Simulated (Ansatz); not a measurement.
hcp Sc, treated with r²SCAN (plane waves, PAW; Ansatz, a program for electronic structure).

A relaxed, unreconstructed slab of the (11-20) face has 16 atoms, two equal faces of 30.042 Å² each and an energy of -34244.1028 eV. A bulk cell of 4 atoms with the same orientation and in-plane k mesh has -8562.2902 eV. Energies are extrapolated to zero smearing.

Run with plane-wave cutoff 500 eV, 12×10×1 k mesh (along the axes of the cell as run), Fermi–Dirac smearing 0.1 eV, scalar-relativistic PAW data made under PBE.

Worked out: γ = (E_slab − N E_bulk per atom)/2A = [-34244.1028 − 16 × (-8562.2902/4)]/(2 × 30.042) = 0.0842 eV/Å². With 16.022 J/m² per eV/Å² this is 1.35 J/m², or 2.53 eV per surface cell and face.
